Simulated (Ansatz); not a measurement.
A nudged elastic band was laid between two geometries of CH2Cl2 + H (6 atoms, charge 0, multiplicity 2).

Computed with UKS PBE/6-31G* in Ansatz.

```yaml
movable_images: 5
climbing_image: yes
spring: 5.0 eV/Å²
optimiser: quadratic models (default)
start_path: through a guess of the saddle point
force_threshold: 0.05 eV/Å
iteration_limit: 60
end_points: relaxed
```

First end point:

```xyz
6
Properties=species:S:1:pos:R:3
H 0.160 0.553 -0.046
C -0.124 -0.451 0.296
Cl 1.082 -1.614 -0.337
Cl -1.792 -0.778 -0.267
H 0.790 2.808 -1.037
H -0.117 -0.518 1.391
```

Last end point:

```xyz
6
Properties=species:S:1:pos:R:3
H 0.492 1.737 -0.522
C -0.231 -0.826 0.366
Cl 1.011 -1.823 -0.282
Cl -1.841 -0.993 -0.213
H 0.686 2.425 -0.756
H -0.117 -0.520 1.408
```

Question: What changes between the two ends?

Answer: Bonds broken: H1–C2. Bonds formed: H1–H5. CH2Cl2 + H becomes CHCl2 + H2.

Question: Give the energies along the band, and the barrier.

Answer: It converged. The highest image is number 3 of 0 to 6, 19.6 kJ/mol above the first end and 43.6 kJ/mol above the last; the last end lies 24.0 kJ/mol below the first. A vibrational analysis at the climbing image gives one clearly imaginary mode, 1154i cm⁻¹: a first-order saddle point.

```tsv
image	path coordinate (Å)	energy (kJ/mol)	H1–C2 (Å)	H1–H5 (Å)
0	0.00	0.0	1.10	2.54
1	0.44	1.0	1.10	2.07
2	0.88	7.0	1.11	1.58
3	1.31	19.6	1.29	1.01
4	1.81	-12.3	1.93	0.77
5	2.32	-22.4	2.39	0.75
6	2.82	-24.0	2.81	0.75
```

Question: What is the geometry of the highest image?

Answer: 
```xyz
6
Properties=species:S:1:pos:R:3
H 0.242 0.853 -0.240
C -0.085 -0.310 0.203
Cl 1.118 -1.459 -0.382
Cl -1.742 -0.628 -0.313
H 0.503 1.776 -0.566
H -0.036 -0.231 1.297
```

Question: What are the harmonic wavenumbers there?

Answer: 1154i, 285, 324, 370, 703, 762, 952, 1193, 1292, 1345, 1366, 3092 cm⁻¹.

Run time: 34 s on 2 threads of AMD EPYC 9R14 (Zen 4), on a shared host, peak memory 0.14 GiB.
